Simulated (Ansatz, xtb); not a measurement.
Two isomers of CHF2OS+

Structure I: `O/C(F)=[S+]\F`, a singlet. Structure II: `F[C+](F)OS`, a singlet. Both are isolated ions in the gas phase, relaxed with PBE0-D3(BJ)/def2-SVP; the shapes shown needn't be the lowest conformers.

I (Å):

```xyz
6

C     0.1557   -0.0133   -2.0161
F    -0.6070   -0.1295   -3.0175
F     2.0309    0.8104   -0.6954
O    -0.1223   -0.7054   -1.0031
S     1.4627    1.0704   -2.1760
H     0.4903   -0.5909   -0.2438
```

II (Å):

```xyz
6

C    -0.0743   -0.1861   -2.2090
F    -1.0193    0.2797   -2.8812
F     0.2284   -1.3884   -2.4179
O     0.5104    0.5278   -1.3895
S     1.8583    0.0124   -0.3715
H     1.8966    1.2565    0.1655
```

Quicker runs give these differences E(II) − E(I): GFN2-xTB +51.0 kJ/mol; HF/STO-3G −38.8 kJ/mol (at GFN2-xTB geometries); r2SCAN-D4/def2-SVP +33.4 kJ/mol (at GFN2-xTB geometries).

Task: Which of the two would you expect CCSD(T)/def2-SVP + ΔMP2/def2-TZVPP electronic energies to favour?

Result: Structure I; the calculation gives E(II) − E(I) = +50.9 kJ/mol.

The same difference at several levels:

```json
{"level": "GFN2-xTB", "geometry": "GFN2-xTB", "E(II) − E(I) (kJ/mol)": "+51.0", "departure from the last row (kJ/mol)": "+0.1", "job, with rough time for the two": "optimisation, 0.24 s"}
{"level": "HF/STO-3G", "geometry": "GFN2-xTB", "E(II) − E(I) (kJ/mol)": "−38.8", "departure from the last row (kJ/mol)": "−89.7", "job, with rough time for the two": "single point, 0.44 s"}
{"level": "r2SCAN-D4/def2-SVP", "geometry": "GFN2-xTB", "E(II) − E(I) (kJ/mol)": "+33.4", "departure from the last row (kJ/mol)": "−17.5", "job, with rough time for the two": "single point, 3.9 s"}
{"level": "PBE0-D3(BJ)/def2-SVP", "geometry": "PBE0-D3(BJ)/def2-SVP", "E(II) − E(I) (kJ/mol)": "+21.3", "departure from the last row (kJ/mol)": "−29.6", "job, with rough time for the two": "optimisation, 36 s"}
{"level": "HF/def2-SVP", "geometry": "PBE0-D3(BJ)/def2-SVP", "E(II) − E(I) (kJ/mol)": "−17.6", "departure from the last row (kJ/mol)": "−68.6", "job, with rough time for the two": "part of the CCSD(T) run"}
{"level": "MP2/def2-SVP", "geometry": "PBE0-D3(BJ)/def2-SVP", "E(II) − E(I) (kJ/mol)": "+10.1", "departure from the last row (kJ/mol)": "−40.9", "job, with rough time for the two": "part of the CCSD(T) run"}
{"level": "CCSD(T)/def2-SVP", "geometry": "PBE0-D3(BJ)/def2-SVP", "E(II) − E(I) (kJ/mol)": "+6.5", "departure from the last row (kJ/mol)": "−44.4", "job, with rough time for the two": "single point"}
{"level": "CCSD(T)/def2-SVP + ΔMP2/def2-TZVPP", "geometry": "PBE0-D3(BJ)/def2-SVP", "E(II) − E(I) (kJ/mol)": "+50.9", "departure from the last row (kJ/mol)": "", "job, with rough time for the two": "single point, 26 s"}
```

As drawn, II has 1 C–F, 1 O–S, 1 S–H in place of 1 C=S, 1 F–S, 1 O–H.

HF/STO-3G, HF/def2-SVP put the two in the other order. The largest departure from CCSD(T)/def2-SVP + ΔMP2/def2-TZVPP is that of HF/STO-3G, 89.7 kJ/mol. The last row adds to CCSD(T) the change of the MP2 difference between the two basis sets, here +44.4 kJ/mol, a large step that makes the value less sure.

With harmonic frequencies from PBE0-D3(BJ)/def2-SVP (ideal gas, rigid rotor, one conformer each, 298.15 K, 1 atm): on the last row, ΔE + ΔZPE = +45.5, ΔH = +46.7, ΔG = +43.6 kJ/mol.

The correlated steps freeze 9 core orbitals. Run with Ansatz 0.2.0, xtb 6.7.1; the last row on 1 thread of AMD EPYC 7R43 64-Core Processor (Zen 3) on a shared host.
